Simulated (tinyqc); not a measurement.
Inside a calculation. Method: UHF in the sto-6g basis, for LiH, spin multiplicity 1. This run ends on a higher stationary point, not on the lowest solution. One step of it, computed by the program tinyqc.

Question. Iteration 2: diagonalisation and new density. Diagonalise F' = X^T F X, C = X C', fill 2 alpha and 2 beta electrons from the bottom; D(s) = C_occ C_occ^T. Each column has its largest component positive (the first on a tie).

extrapolated F(alpha) (hartree), order 1Li 1s, 1Li 2s, 1Li 2px, 1Li 2py, 1Li 2pz, 2H 1s:
```
[[-2.443548, -0.632780, 0.000078, 0.000043, 0.010781, -0.009787],
 [-0.632780, -0.147953, -0.014248, -0.007898, -0.020392, -0.106674],
 [0.000078, -0.014248, 0.141930, -0.001778, -0.019193, -0.016071],
 [0.000043, -0.007898, -0.001778, 0.144152, -0.010639, -0.008908],
 [0.010781, -0.020392, -0.019193, -0.010639, 0.065727, -0.144621],
 [-0.009787, -0.106674, -0.016071, -0.008908, -0.144621, -0.028342]]
```

extrapolated F(beta) (hartree), order 1Li 1s, 1Li 2s, 1Li 2px, 1Li 2py, 1Li 2pz, 2H 1s:
```
[[-2.443548, -0.632780, -0.000078, -0.000043, 0.010781, -0.009787],
 [-0.632780, -0.147953, 0.014248, 0.007898, -0.020392, -0.106674],
 [-0.000078, 0.014248, 0.141930, -0.001778, 0.019193, 0.016071],
 [-0.000043, 0.007898, -0.001778, 0.144152, 0.010639, 0.008908],
 [0.010781, -0.020392, 0.019193, 0.010639, 0.065727, -0.144621],
 [-0.009787, -0.106674, 0.016071, 0.008908, -0.144621, -0.028342]]
```

X, order 1Li 1s, 1Li 2s, 1Li 2px, 1Li 2py, 1Li 2pz, 2H 1s:
```
[[1.021953, -0.123383, 0.000000, 0.000000, -0.001818, 0.010717],
 [-0.123383, 1.028782, 0.000000, 0.000000, 0.010462, -0.069265],
 [0.000000, 0.000000, 1.000000, 0.000000, 0.000000, 0.000000],
 [0.000000, 0.000000, 0.000000, 1.000000, 0.000000, 0.000000],
 [-0.001818, 0.010462, 0.000000, 0.000000, 1.015514, -0.103264],
 [0.010717, -0.069265, 0.000000, 0.000000, -0.103264, 1.022284]]
```

Give: F' = X^T F X; orbital energies; coefficients C; F' = X^T F X; orbital energies; coefficients C; D(alpha) after iteration 2; D(beta) after iteration 2.

Answer.

F' = X^T F X (alpha) (hartree):
```
[[-2.3947, -0.3492, 0.0017, 0.0009, 0.0095, 0.0196],
 [-0.3492, -0.0185, -0.0138, -0.0076, -0.0007, -0.1084],
 [0.0017, -0.0138, 0.1419, -0.0018, -0.0180, -0.0135],
 [0.0009, -0.0076, -0.0018, 0.1442, -0.0100, -0.0075],
 [0.0095, -0.0007, -0.0180, -0.0100, 0.0976, -0.1559],
 [0.0196, -0.1084, -0.0135, -0.0075, -0.1559, 0.0161]]
```

orbital energies (alpha) (hartree): [-2.4450, -0.1529, 0.0546, 0.1428, 0.1451, 0.2420]

coefficients C (alpha), order 1Li 1s, 1Li 2s, 1Li 2px, 1Li 2py, 1Li 2pz, 2H 1s:
```
[[0.9940, -0.1122, -0.2238, 0.0002, 0.0000, -0.0955],
 [0.0244, 0.4276, 0.8596, 0.0021, 0.0000, 0.3952],
 [0.0001, 0.0848, -0.0055, 0.8664, -0.4848, -0.0844],
 [0.0000, 0.0470, -0.0031, 0.4803, 0.8746, -0.0468],
 [-0.0040, 0.4106, -0.5257, 0.0317, 0.0000, 0.7721],
 [-0.0008, 0.6805, -0.1651, -0.1400, 0.0000, -0.7421]]
```

F' = X^T F X (beta) (hartree):
```
[[-2.3947, -0.3492, -0.0017, -0.0009, 0.0095, 0.0196],
 [-0.3492, -0.0185, 0.0138, 0.0076, -0.0007, -0.1084],
 [-0.0017, 0.0138, 0.1419, -0.0018, 0.0180, 0.0135],
 [-0.0009, 0.0076, -0.0018, 0.1442, 0.0100, 0.0075],
 [0.0095, -0.0007, 0.0180, 0.0100, 0.0976, -0.1559],
 [0.0196, -0.1084, 0.0135, 0.0075, -0.1559, 0.0161]]
```

orbital energies (beta) (hartree): [-2.4450, -0.1529, 0.0546, 0.1428, 0.1451, 0.2420]

coefficients C (beta), order 1Li 1s, 1Li 2s, 1Li 2px, 1Li 2py, 1Li 2pz, 2H 1s:
```
[[0.9940, -0.1122, -0.2238, -0.0002, 0.0000, -0.0955],
 [0.0244, 0.4276, 0.8596, -0.0021, 0.0000, 0.3952],
 [-0.0001, -0.0848, 0.0055, 0.8664, -0.4848, 0.0844],
 [0.0000, -0.0470, 0.0031, 0.4803, 0.8746, 0.0468],
 [-0.0040, 0.4106, -0.5257, -0.0317, 0.0000, 0.7721],
 [-0.0008, 0.6805, -0.1651, 0.1400, 0.0000, -0.7421]]
```

D(alpha) after iteration 2, order 1Li 1s, 1Li 2s, 1Li 2px, 1Li 2py, 1Li 2pz, 2H 1s:
```
[[1.0005, -0.0237, -0.0094, -0.0052, -0.0500, -0.0771],
 [-0.0237, 0.1834, 0.0363, 0.0201, 0.1755, 0.2910],
 [-0.0094, 0.0363, 0.0072, 0.0040, 0.0348, 0.0577],
 [-0.0052, 0.0201, 0.0040, 0.0022, 0.0193, 0.0320],
 [-0.0500, 0.1755, 0.0348, 0.0193, 0.1686, 0.2794],
 [-0.0771, 0.2910, 0.0577, 0.0320, 0.2794, 0.4631]]
```

D(beta) after iteration 2, order 1Li 1s, 1Li 2s, 1Li 2px, 1Li 2py, 1Li 2pz, 2H 1s:
```
[[1.0005, -0.0237, 0.0094, 0.0052, -0.0500, -0.0771],
 [-0.0237, 0.1834, -0.0363, -0.0201, 0.1755, 0.2910],
 [0.0094, -0.0363, 0.0072, 0.0040, -0.0348, -0.0577],
 [0.0052, -0.0201, 0.0040, 0.0022, -0.0193, -0.0320],
 [-0.0500, 0.1755, -0.0348, -0.0193, 0.1686, 0.2794],
 [-0.0771, 0.2910, -0.0577, -0.0320, 0.2794, 0.4631]]
```
